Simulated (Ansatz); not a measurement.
The first iterations of a band of FHOSi (4 atoms, charge 0, multiplicity 1).

These are results of RKS PBE0-D4/def2-SVP in Ansatz, not measurements.

```json
{"movable images": "5", "climbing image": "yes", "spring": "0.1 eV/Å²", "optimiser": "quadratic models (default)", "start path": "through a guess of the saddle point", "force threshold": "0.05 eV/Å", "iteration limit": "60", "end points": "relaxed"}
```

Initial state:

```xyz
4
Properties=species:S:1:pos:R:3
O -0.581 0.763 -0.190
Si 0.292 0.051 1.023
F 0.922 -1.238 0.218
H -0.578 0.364 -1.071
```

Final state:

```xyz
4
Properties=species:S:1:pos:R:3
O -0.497 1.162 0.960
Si -0.031 0.062 0.022
F 0.930 -1.163 0.406
H -0.347 -0.121 -1.408
```

| iteration | highest image above the first end (eV) | largest band force component (eV/Å) |
| --- | --- | --- |
| 1 | 8.466 | 23.307 |
| 2 | 4.412 | 9.710 |
| 3 | 3.101 | 4.012 |
| 4 | 2.987 | 10.396 |

Q: Does the band converge within its limit, and where does its top end?

A: The forces met the threshold. It ended after 13 iterations with the highest image 2.931 eV above the first end. The profile has 2 maxima (images 1, 4) with wells between them (image 2): this band takes more than one step, which may be the mechanism or a detour left from its start path. Neighbouring images differ by up to 2.3 eV, so the band resolves the path poorly. Another band between the same ends (5 images) ends at a top of the same energy, where a vibrational analysis finds 1 clearly imaginary mode. The orbitals stay closed-shell, which can raise the energy where a bond breaks towards radicals; this wasn't checked here.

Time of the run: 42 s on 1 thread of Intel(R) Xeon(R) 6975P-C (Granite Rapids), on a shared host, peak memory 0.11 GiB.
